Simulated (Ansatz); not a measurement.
in.yaml

```yaml
crystal:
  periodic: [false, false, false]
  atoms:
    - {symbol: Al, position_ang: [-1.160139, 0.022483, 0.000000]}
    - {symbol: H, position_ang: [-1.953063, 1.395868, 0.000000]}
    - {symbol: H, position_ang: [-1.953063, -1.350901, 0.000000]}
    - {symbol: H, position_ang: [1.207861, 0.022483, 0.000000]}
    - {symbol: N, position_ang: [2.247861, 0.022483, 0.000000]}
    - {symbol: H, position_ang: [2.516942, -0.981743, 0.000000]}
basis:
  gaussian: {orbitals: cc-pVDZ}
magnetization: {spin_polarized: false, initial_magnetization: 2}
correlation: {method: ccsdt_q, electrons: outside_noble_gas}
```

```sh
$ ansatz run in.yaml --threads 1 --pin off --events-out ev --progress --plain --max-ram 2393MiB
```

The program prints:

```
960 factors; integrals over basis functions are off by at most 2.4e-7 eV
mean field evaluation 1: about -8123.4159 eV, gradient 1.6e1 eV
mean field evaluation 2: about -8123.4506 eV, gradient 1.6e1 eV
mean field evaluation 4: about -8124.6294 eV, gradient 2.1e0 eV
mean field evaluation 8: about -8124.6559 eV, gradient 1.8e-1 eV
mean field evaluation 16: about -8123.4160 eV, gradient 1.6e1 eV
mean field evaluation 32: about -8122.7257 eV, gradient 1.2e-2 eV
mean field evaluation 64: about -8115.7327 eV, gradient 3.3e-1 eV
mean field -8124.65656466 eV, -298.5756216612 hartree, gradient 1.6e-6 eV, S^2 2.000000; 2 other end points of the search recorded, 0 dependent functions left out
mean field evaluation 96: about -8124.7829 eV, gradient 1.8e0 eV
determinant -8124.65656466 eV, -298.5756216612 hartree, with singles and doubles -8131.41999720 eV, -298.8241732227 hartree
determinant -8122.72569761 eV, -298.5046636060 hartree, with singles and doubles -8129.77306346 eV, -298.7636495239 hartree
determinant -8122.45424498 eV, -298.4946879059 hartree, with singles and doubles -8129.18347867 eV, -298.7419826828 hartree
6 core orbitals not correlated: weight in the atoms' cores, before any rotation towards them, 1.000 or more for the frozen orbitals, at most 0.000 for the correlated occupied ones
reference -8124.65656466 eV, -298.5756216612 hartree; 7, 5 occupied and 39, 41 virtual orbitals, 960 factors
second order -5.60886677 eV of doubles, -0.09832827 eV of singles
cycle   1  -6.45768784 eV  change   -7.5e-1 eV  update   6.8e-2
cycle   2  -6.85348102 eV  change   -4.0e-1 eV  update   3.0e-2
cycle   3  -6.90159623 eV  change   -4.8e-2 eV  update   1.4e-2
cycle   4  -6.90025966 eV  change    1.3e-3 eV  update   6.9e-3
cycle   5  -6.90289041 eV  change   -2.6e-3 eV  update   3.2e-3
cycle   6  -6.90355612 eV  change   -6.7e-4 eV  update   1.4e-3
cycle   7  -6.90303017 eV  change    5.3e-4 eV  update   7.2e-4
cycle   8  -6.90318919 eV  change   -1.6e-4 eV  update   3.4e-4
cycle   9  -6.90339677 eV  change   -2.1e-4 eV  update   1.7e-4
cycle  10  -6.90337782 eV  change    1.9e-5 eV  update   7.8e-5
cycle  11  -6.90335909 eV  change    1.9e-5 eV  update   4.4e-5
cycle  12  -6.90336187 eV  change   -2.8e-6 eV  update   2.5e-5
cycle  13  -6.90335873 eV  change    3.1e-6 eV  update   1.2e-5
cycle  14  -6.90336577 eV  change   -7.0e-6 eV  update   6.3e-6
cycle  15  -6.90337112 eV  change   -5.3e-6 eV  update   3.5e-6
cycle  16  -6.90337248 eV  change   -1.4e-6 eV  update   2.3e-6
cycle  17  -6.90337181 eV  change    6.8e-7 eV  update   1.6e-6
cycle  18  -6.90337128 eV  change    5.2e-7 eV  update   1.0e-6
perturbative correction -0.00737755 eV, -0.0002711198 hartree
Total energy: -8131.56731349 eV, -298.8295869964 hartree
```

For the same geometry and basis UCCSDT(Q) lies 1.0 meV lower.

Ran on 1 thread of Arm Neoverse V1, shared host: 66 s wall, 0.72 GiB peak host memory.
